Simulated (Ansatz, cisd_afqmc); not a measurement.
System: O$_{2}$, charge 1, doublet. O2+ (parent SMILES O=O, doublet).
B3LYP-D3(BJ)/def2-TZVP minimum from Ansatz (a program for electronic structure):
```xyz
2

O      0.0000     0.0000    -0.5528
O      0.0000     0.0000     0.5528
```
Charge +1, spin multiplicity 2.

Total energies in cc-pVTZ, 11 correlated electrons, 2 frozen orbitals. UHF or UKS for unpaired electrons; spin-orbit terms are left out. Correlated methods leave the cores frozen. No relativity. The Monte Carlo rows (phaseless AFQMC, CISD trial, step 0.005/hartree) carry one-sigma bars that omit the constraint's bias. Outlying blocks are dropped, and bars are widened where a walk drifts. Over all cases where full CI ran beside it in this data, AFQMC minus full CI had a median of +0.1 mEh and passed +0.4 mEh in a tenth of the cases. The UHF reference of O2+ (parent SMILES O=O, doublet) is spin-contaminated (<S^2> up to 0.34 over the pure value in the sets run). The determinant of O2+ (parent SMILES O=O, doublet) is a saddle point of the SCF energy; a lower one exists, which strains HF and MP2.

```csv
method,program,energy (Eh),minus CCSDT(Q) (mEh)
HF,Ansatz,-149.23621,457.90
MP2,Ansatz,-149.63554,58.58
CCSD,Ansatz,-149.67087,23.24
CCSD(T),Ansatz,-149.69073,3.39
CCSDT(Q),Ansatz,-149.69412,0.00
AFQMC/CISD,cisd_afqmc,-149.6924 ± 0.0004,1.7 ± 0.4
```

Rough core times of Ansatz's runs on a shared machine: CCSD(T) under 20 s, CCSDT(Q) 90 s.
